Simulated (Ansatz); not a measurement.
CH3FO3 (`OC(O)(O)F`). Charge 0, multiplicity 1. Geometry: relaxed with PBE0-D4/def2-TZVP. It is one conformer, not always the lowest.

```xyz
8

O    -0.364    0.995    0.877
C    -0.211    0.019   -0.059
O     0.186    0.653   -1.197
O     0.644   -0.995    0.335
F    -1.395   -0.631   -0.266
H    -0.653    0.567    1.690
H     0.292   -0.022   -1.876
H     1.502   -0.586    0.495
```

Problem. What is the dipole moment at PBE/def2-TZVPP? (Best estimate.)

Solution. Computed: 1.80 D, with components (1.59, -0.66, 0.53) D in this frame, pointing from negative to positive charge.

Problem. And with r2SCAN, B3LYP, ωB97M-V? (Best estimate.)

Solution. Computed: r2SCAN 1.85 D, B3LYP 1.87 D, ωB97M-V 1.87 D.

Problem. Give the Mulliken charges with PBE, r2SCAN, ωB97M-V in def2-TZVPP. (Best estimate.)

Solution. Ansatz gave: 
```csv
atom,PBE,r2SCAN,ωB97M-V
O1,-0.25,-0.31,-0.27
C2,0.33,0.50,0.46
O3,-0.25,-0.31,-0.27
O4,-0.28,-0.33,-0.30
F5,-0.17,-0.21,-0.20
H6,0.21,0.22,0.19
H7,0.21,0.22,0.19
H8,0.20,0.22,0.19
```

B3LYP here is the variant with VWN-RPA as its local correlation; programs differ in this.
